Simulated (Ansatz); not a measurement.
# C2HN: the cost of one run

Method: the levels named in each step, in Ansatz 0.2.0.

## 1. The system as given

Bond lengths: C1–C2 1.271 Å, C2–N3 1.198 Å, C1–H4 1.051 Å. Angles: C1–C2–N3 180.0°, C2–C1–H4 180.0°.

Structure file:

```xyz
4

C     0.0000    0.0000   -0.6726
C     0.0000    0.0000    0.5988
N     0.0000    0.0000    1.7969
H     0.0000    0.0000   -1.7231
```

## 2. A rough first relaxation, PBE-D4/def2-SVP

This run stands in another session on the same molecule. It ended at:

```xyz
4

C     0.0000    0.0000   -0.6875
C     0.0000    0.0000    0.6187
N     0.0000    0.0000    1.8382
H     0.0000    0.0000   -1.7694
```

## 3. Relaxation, PBE0-D4/def2-TZVPP

This run stands in another session on the same molecule. It ended at:

```xyz
4

C     0.0000    0.0000   -0.6777
C     0.0000    0.0000    0.6094
N     0.0000    0.0000    1.8106
H     0.0000    0.0000   -1.7423
```

## 4. Relaxation, CCSD(T)/cc-pV(T+d)Z

input.yaml

```yaml
crystal:
  periodic: [false, false, false]
  atoms:
    - { symbol: C, position_ang: [0.0, 0.0, -0.67772735] }
    - { symbol: C, position_ang: [0.0, 0.0, 0.60944691] }
    - { symbol: "N", position_ang: [0.0, 0.0, 1.81058935] }
    - { symbol: H, position_ang: [0.0, 0.0, -1.74230891] }
magnetization:
  spin_polarized: true
  initial_magnetization: 2
basis:
  gaussian: { orbitals: "cc-pV(T+d)Z.json" }
correlation:
  method: ccsd_t
scf:
  omitted_lower_state_checks: [cluster_reference]
relax:
  f_tol: 0.002
  max_steps: 40
```

Started as:

```bash
> ansatz run input.yaml --threads 4 --pin off --max-ram 10240MiB --backend cpu --events-out ev --progress --plain --runs-dir out
```

Q: Estimate wall time and peak memory on 4 threads of Arm Neoverse N1, shared host.

About 4.9 min, with a peak of 1.3 GiB.
